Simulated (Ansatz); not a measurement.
**C₅H₆: one species, many methods**

One table from this session's results is given with a row withheld; the runs are named, their logs left out.

Method: functionals in def2-TZVPP, the program's frozen cores in correlated methods; program: Ansatz 0.2.0, Gaussian basis.

Levels to be run: LDA (SPW92), PBE-D4, revPBE-D4, BLYP-D4, r2SCAN-D4, B97M-V, PBE0-D4, B3LYP-D4, r2SCANh-D4, r2SCAN0-D4, HSE06-D4, BHLYP-D4, CAM-B3LYP-D4, LC-ωPBE, ωB97X-V, ωB97M-V, B2PLYP, PBE-QIDH; CCSD(T)/def2-SVP; CCSD(T)/def2-TZVPP; MP2/def2-QZVPP; extrapolation to the limit; RPA on PBE.

## Structure used throughout

The geometry comes from an earlier relaxation with PBE0-D4 in a triple-zeta def2 set; it is a stationary point, not always the lowest conformer.

SMILES `C#CC(=C)C`, 11 atoms, charge 0, spin multiplicity 1.

Atoms are counted from 1 here; the program's logs count them from 0.

Bond lengths: C1–C2 1.203 Å, C1–H6 1.064 Å, C2–C3 1.426 Å, C3–C4 1.335 Å, C3–C5 1.500 Å, C4–H7 1.084 Å, C4–H8 1.082 Å, C5–H9 1.093 Å, C5–H10 1.093 Å, C5–H11 1.090 Å. Angles: C2–C1–H6 179.2°, C1–C2–C3 177.6°, C2–C3–C4 120.8°, C2–C3–C5 116.1°, C4–C3–C5 123.1°, C3–C4–H7 120.7°, C3–C4–H8 121.4°, H7–C4–H8 117.9°, C3–C5–H9 110.6°, C3–C5–H10 110.6°, C3–C5–H11 110.8°, H9–C5–H10 107.0°, H9–C5–H11 108.9°, H10–C5–H11 108.9°.

The first run:

in.yaml

```yaml
crystal:
  periodic: [false, false, false]
  atoms:
    - {symbol: C, position_ang: [-1.345142, 1.765561, 1.023631]}
    - {symbol: C, position_ang: [-0.786676, 0.835975, 0.502892]}
    - {symbol: C, position_ang: [-0.073024, -0.237896, -0.105510]}
    - {symbol: C, position_ang: [-0.718423, -1.309462, -0.570927]}
    - {symbol: C, position_ang: [1.416466, -0.080246, -0.182851]}
    - {symbol: H, position_ang: [-1.852865, 2.580675, 1.482134]}
    - {symbol: H, position_ang: [-0.174863, -2.125254, -1.033150]}
    - {symbol: H, position_ang: [-1.795314, -1.393767, -0.500637]}
    - {symbol: H, position_ang: [1.842565, 0.040206, 0.816456]}
    - {symbol: H, position_ang: [1.678716, 0.815046, -0.752410]}
    - {symbol: H, position_ang: [1.874060, -0.947840, -0.659128]}
basis:
  gaussian: {orbitals: def2-TZVPP}
hamiltonian: {xc: lda}
output: {orbitals: {seedname: orbitals}}
```

Steps of the session up to this table: LDA; PBE-D4 (GGA); revPBE-D4 (GGA); BLYP-D4 (GGA); r2SCAN-D4 (meta-GGA); B97M-V (meta-GGA); PBE0-D4 (hybrid); B3LYP-D4 (hybrid); r2SCANh-D4 (hybrid); r2SCAN0-D4 (hybrid); HSE06-D4 (hybrid); BHLYP-D4 (hybrid); CAM-B3LYP-D4 (range-separated); LC-ωPBE (range-separated); ωB97X-V (range-separated); ωB97M-V (range-separated); B2PLYP (double hybrid); PBE-QIDH (double hybrid).

One of the session's tables, all rows but one given; the rest of the session is left out.

It belongs to the step «Frontier levels by functional». 

```
  functional  HOMO (eV)  gap (eV)
 LDA (SPW92)      -6.14      4.23
      PBE-D4      -5.96      4.27
   revPBE-D4      -5.89      4.28
     BLYP-D4      -5.79      4.24
   r2SCAN-D4      -6.12      4.62
      B97M-V      -6.10      4.69
     PBE0-D4      -7.00      6.25
    B3LYP-D4          ?         ?
  r2SCANh-D4      -6.52      5.36
  r2SCAN0-D4      -7.12      6.47
    HSE06-D4      -6.61      5.48
    BHLYP-D4      -7.88      8.21
CAM-B3LYP-D4      -8.26      8.62
     LC-ωPBE      -9.61     11.09
     ωB97X-V      -9.22     10.64
     ωB97M-V      -9.12     10.44
```

**Question.** Estimate the row for B3LYP-D4.

Worked estimate for «HOMO (eV)». Against the share of exact exchange, BLYP-D4 (0, -5.79), BHLYP-D4 (0.5, -7.88) give a slope of -4.18 per unit share; at 0.2 the line stands at -6.63.

As computed: HOMO (eV): -6.78; gap (eV): 5.82. In «HOMO (eV)» the line misses by +0.15.
